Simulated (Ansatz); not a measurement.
**AlHCl (quartet): the correlation ladder, def2-QZVPP**

An exercise on one series of results from a longer session: the logs are not shown, and one member is left open.

Computed with Ansatz 0.2.0, Gaussian basis. Level: def2-QZVPP, core rule «outside noble gas», up to 10 orbitals frozen.

The runs, in order: UHF; ROHF; CCSD(T) on UHF.

## The geometry

The geometry is a PBE0/def2-TZVP stationary point (not a proven minimum).

3 atoms, charge 0, spin multiplicity 4.

Atoms are counted from 1 here; the program's logs count them from 0.

Bond lengths: Al1–Cl2 2.197 Å, Al1–H3 1.817 Å. Angles: Cl2–Al1–H3 63.0°.

The first run:

Contents of in.yaml:

```yaml
crystal:
  periodic: [false, false, false]
  atoms:
    - {symbol: Al, position_ang: [0.000000, -0.050236, 1.239922]}
    - {symbol: Cl, position_ang: [0.000000, -0.006816, -0.956330]}
    - {symbol: H, position_ang: [0.000000, 1.584516, 0.446218]}
basis:
  gaussian: {orbitals: "def2-QZVPP.json"}
magnetization: {spin_polarized: true, initial_magnetization: 3}
hamiltonian: {xc: hf}
output: {orbitals: {seedname: orbitals}}
```

Command:

```bash
ansatz run in.yaml --threads 1 --pin off --events-out ev --progress --plain --max-ram 2393MiB
```

Among the steps run: UHF; ROHF; CCSD(T) on UHF.

One of the session's tables, all rows but one given; the rest of the session is left out.

It belongs to the step «Misses and costs». 

| method | from UCCSD(T) (meV) |
| --- | --- |
| ROHF | +8011.8 |
| UHF | ? |
| UMP2 | +1019.7 |
| UCCSD | +376.6 |
| UCCSD(T) | 0 |

**Question.** Estimate the row for UHF.

As computed: from UCCSD(T) (meV): +7891.4. In the column «from UCCSD(T) (meV)» it lies between UMP2 (+1019.7) and ROHF (+8011.8).
